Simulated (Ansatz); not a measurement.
A nudged elastic band was laid between two geometries of C2H3NO (7 atoms, charge 0, multiplicity 1).

All numbers below come from Ansatz, RKS PBE/def2-SVP.

```yaml
movable_images: 4
climbing_image: no
spring: 5.0 eV/Å²
optimiser: quadratic models (default)
start_path: IDPP
force_threshold: 0.03 eV/Å
iteration_limit: 60
end_points: relaxed
```

Image 0:

```xyz
7
Properties=species:S:1:pos:R:3
O -0.944 1.292 -0.386
C -0.135 0.329 0.030
C 0.765 -0.108 0.872
N 0.046 -1.046 -0.261
H -1.419 0.960 -1.176
H 1.012 -0.346 1.909
H 0.736 -1.150 -1.032
```

Image 5:

```xyz
7
Properties=species:S:1:pos:R:3
O -1.144 0.808 -0.822
C -0.219 0.118 -0.173
C 0.704 -0.023 0.756
N 0.218 -1.205 -0.281
H -1.296 1.647 -0.341
H 0.855 -0.129 1.834
H 0.944 -1.284 -1.019
```

**Question.** Which bonds break or form, and what moves?

**Answer.** No bond is made or broken. The dihedral H5–O1–C2–N4 goes from -11 to 168°.

**Question.** What energy profile does the band end with?

**Answer.** It converged. The highest image is number 3 of 0 to 5, 5.7 kcal/mol above the first end and 5.8 kcal/mol above the last; the last end lies 0.1 kcal/mol below the first. No image climbed, so the highest image needn't sit at the top of the path.

| image | path coordinate (Å) | energy (kcal/mol) | dihedral H5–O1–C2–N4 (°) |
| --- | --- | --- | --- |
| 0 | 0.00 | 0.0 | -11 |
| 1 | 0.40 | 1.6 | 27 |
| 2 | 0.80 | 4.7 | 65 |
| 3 | 1.19 | 5.7 | 101 |
| 4 | 1.59 | 2.3 | 137 |
| 5 | 1.99 | -0.1 | 168 |

**Question.** What is the geometry of the highest image?

**Answer.** 
```xyz
7
Properties=species:S:1:pos:R:3
O -0.805 1.135 -0.906
C -0.139 0.250 -0.161
C 0.445 -0.158 0.923
N 0.359 -1.104 -0.370
H -1.748 1.137 -0.652
H 0.673 -0.305 1.979
H 1.276 -1.023 -0.858
```

The band took 11 iterations and about 2.4 core-minutes.

Run time: 2.7 min on 1 CPU thread of a shared host.
